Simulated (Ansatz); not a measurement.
This script drives Ansatz's Python interface.

Contents of `c2h5al.xyz`:
```text
8

C    -1.03450    0.81710   -0.34820
C     0.13870    0.64990    0.12010
Al    0.86710   -1.16350    0.24280
H    -1.62840    0.04550   -0.69600
H    -1.47330    1.86450   -0.44140
H     0.74640    1.50840    0.44700
H     2.39890   -1.37220    0.84250
H     0.07710   -2.40690   -0.22260
```

Script `adiabatic_c2h5al.py`:
```python
'''How C2H5Al relaxes after losing an electron.'''

import itertools

import ansatz as az
from ase.data import atomic_numbers, covalent_radii
import numpy as np

molecule = az.Crystal.molecule_from_extxyz('c2h5al.xyz')

job = (
    molecule.calculation()
    .basis(gaussian='cc-pVDZ')
    .functional('r2scan')
    .scf(lower_state_search='off')
)
symbols = [site.symbol for site in molecule.cartesian_sites]
start = np.array([site.position_ang for site in molecule.cartesian_sites], dtype=float)
data = job.relax(force_tolerance=0.01).run(threads=1).report
end = np.array(data['positions_ang'])

minimum = az.Crystal.molecule()
for symbol, place in zip(symbols, end):
    minimum = minimum.atom(symbol, place.tolist())
ion = (
    minimum.calculation()
    .basis(gaussian='cc-pVDZ')
    .functional('r2scan')
    .scf(lower_state_search='off')
    .charge(1)
    .spin('collinear', total=1)
)
vertical = ion.run(threads=1).report
settled = ion.relax(force_tolerance=0.01, max_steps=80).run(threads=1).report
print(f'vertical ionisation energy   {vertical["free_energy_ev"] - data["free_energy_ev"]:.3f} eV')
print(f'adiabatic, no zero point     {settled["free_energy_ev"] - data["free_energy_ev"]:.3f} eV')
print(f'relaxation energy of the ion {vertical["free_energy_ev"] - settled["free_energy_ev"]:.3f} eV')
ionised = np.array(settled['positions_ang'])
# pairs closer than 1.2 times the sum of covalent radii, before or after
radius = [covalent_radii[atomic_numbers[s]] for s in symbols]
span = lambda where, i, j: np.linalg.norm(where[i] - where[j])
bonded = [(i, j) for i, j in itertools.combinations(range(len(symbols)), 2) if min(span(end, i, j), span(ionised, i, j)) < 1.2 * (radius[i] + radius[j])]
print('pair        before    after (A)')
for i, j in bonded:
    print(f'{symbols[i]}{i}-{symbols[j]}{j}'.ljust(10), f'{span(end, i, j):8.4f} {span(ionised, i, j):8.4f}')
```

It is started by `python adiabatic_c2h5al.py`. Estimate its wall time and peak memory on 1 thread of Arm Neoverse V2 (shared host).

It took about 89 s, with a peak of 0.22 GiB, for 3 runs of the engine.

Running `python adiabatic_c2h5al.py` prints:
```text
vertical ionisation energy   10.039 eV
adiabatic, no zero point     9.155 eV
relaxation energy of the ion 0.884 eV
pair        before    after (A)
C0-C1        1.3502   1.3375
C0-H3        1.0986   1.0999
C0-H4        1.0992   1.1054
C1-Al2       1.9536   2.1271
C1-H5        1.1011   1.1033
Al2-H6       1.5952   1.5665
Al2-H7       1.5959   1.5760
```

The settings weren't tested for convergence. The energies are electronic: no zero-point or thermal terms, and the basis set is short of its limit. The product may relax into another structure. The relaxation finds the nearest minimum, so the adiabatic value is an upper bound.
